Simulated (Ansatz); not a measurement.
**Al₂H (quartet): the correlation ladder at distance Al1–Al2 = 7.967 Å, cc-pVDZ**

How much of the correlation energy of Al₂H (quartet) does each wave-function method recover here?

Computed with Ansatz 0.2.0, Gaussian basis. Level: cc-pVDZ, core rule «outside noble gas», up to 10 orbitals frozen.

The runs, in order: UHF; CCSD(T) on ROHF; CCSD(T) on UHF; BCCD(T) on ROHF; CISD; CCSDT(Q) on ROHF; CCSDT(Q) on UHF; CCSDTQ on ROHF; CCSDTQ on UHF; CASSCF and MRCISD+Q, 5 electrons in 5 orbitals; CASSCF and NEVPT2, 5 electrons in 5 orbitals; Full CI.

8 further runs of the same task are left out: 8 for a known fault of the program.

**1. The geometry**

The geometry derives from a PBE0/def2-TZVP stationary point (not a proven minimum). One bond is set to the value named and the two fragments are kept rigid.

3 atoms, charge 0, spin multiplicity 4.

Atoms are counted from 1 here; the program's logs count them from 0.

Bond lengths: Al1–H3 1.583 Å.

**2. UHF**

The input, in.yaml:

```yaml
crystal:
  periodic: [false, false, false]
  atoms:
    - {symbol: Al, position_ang: [0.000000, 0.000000, -2.127918]}
    - {symbol: Al, position_ang: [0.000000, 0.000000, 5.839082]}
    - {symbol: H, position_ang: [0.000000, 0.000000, -3.711165]}
basis:
  gaussian: {orbitals: cc-pVDZ}
magnetization: {spin_polarized: true, initial_magnetization: 3}
hamiltonian: {xc: hf}
output: {orbitals: {seedname: orbitals}}
```

Started as:

```sh
ansatz run in.yaml --threads 1 --pin off --events-out ev --progress --plain --max-ram 4096MiB --backend cpu
```

After this run come: CCSD(T) on ROHF; CCSD(T) on UHF; BCCD(T) on ROHF; CISD; CCSDT(Q) on ROHF; CCSDT(Q) on UHF; CCSDTQ on ROHF; CCSDTQ on UHF; CASSCF and MRCISD+Q, 5 electrons in 5 orbitals; CASSCF and NEVPT2, 5 electrons in 5 orbitals; Full CI.

Q: Predict the results of all the runs planned. Wanted: FCI below the RHF energy; RMP2 from FCI; UMP2 from FCI; RCCSD from FCI; RCCSD(T) from FCI; UCCSD(T) from FCI; RCCSDT(Q) from FCI; UCCSDT(Q) from FCI; NEVPT2 pair from FCI.

The runs gave:

```
                         quantity                                                                                               value
         FCI below the RHF energy                                                                                          -2.8085 eV
                    RMP2 from FCI                                                                                          +922.8 meV
                    UMP2 from FCI                                                                                          +904.7 meV
                   RCCSD from FCI                                                                                           +74.1 meV
                RCCSD(T) from FCI                                                                                           +24.1 meV
                UCCSD(T) from FCI                                                                                           +22.5 meV
               RCCSDT(Q) from FCI                                                                                            +0.1 meV
               UCCSDT(Q) from FCI                                                                                            -0.4 meV
             NEVPT2 pair from FCI                                                                                          +849.2 meV
           MRCISD+Q pair from FCI                                                                                           -40.9 meV
levels within 1 kcal/mol (43 meV)  RCCSD(T), UCCSD(T), BCCD(T), RCCSDT, UCCSDT, RCCSDT(Q), UCCSDT(Q), RCCSDTQ, UCCSDTQ, MRCISD+Q pair
                    T1 diagnostic                                                                                               0.032
   effectively unpaired electrons                                                                                                3.08
```

In words: RCCSD(T) lands +24.1 meV from the yardstick (0.9 % of the correlation energy). MRCISD+Q pair falls below full CI: the +Q correction isn't variational, and the cores differ from full CI's. One determinant dominates. Of the multireference levels listed MRCISD+Q pair comes nearest in total energy (-40.9 meV), which doesn't show that its space is the better one. These misses are within one basis, not against nature; the frozen cores of restricted and unrestricted runs differ, which can shift their rows.
